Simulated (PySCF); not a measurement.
Aluminium: a sound run and one with changed settings

Sound run: Al [Ne] 3s2 3p1, Al⁺ [Ne] 3s2. Computed with PySCF 2.14 in x2c-TZVPall, with the spin-free X2C one-electron Hamiltonian (Gaussian nucleus). The sound run starts from symmetry-adapted Hartree-Fock orbitals and uses a fine grid where one is needed.

Changed run: initial guess minao, at most 5 SCF cycles. This setting is unsound on purpose.

```tsv
species	method	sound run (hartree)	changed run (hartree)	converged
Al	UHF	-242.31006	-242.31006	no
Al	M06-2X	-242.78700	-242.78700	no
Al	M06-L	-242.78040	-242.78040	no
Al⁺	UHF	-242.10475	-242.10475	no
Al⁺	M06-2X	-242.57605	-242.57605	no
Al⁺	M06-L	-242.56705	-242.56705	no
```

The SCF was stopped early; the energies are upper bounds that still move, and correlated levels were skipped or rest on poor orbitals.
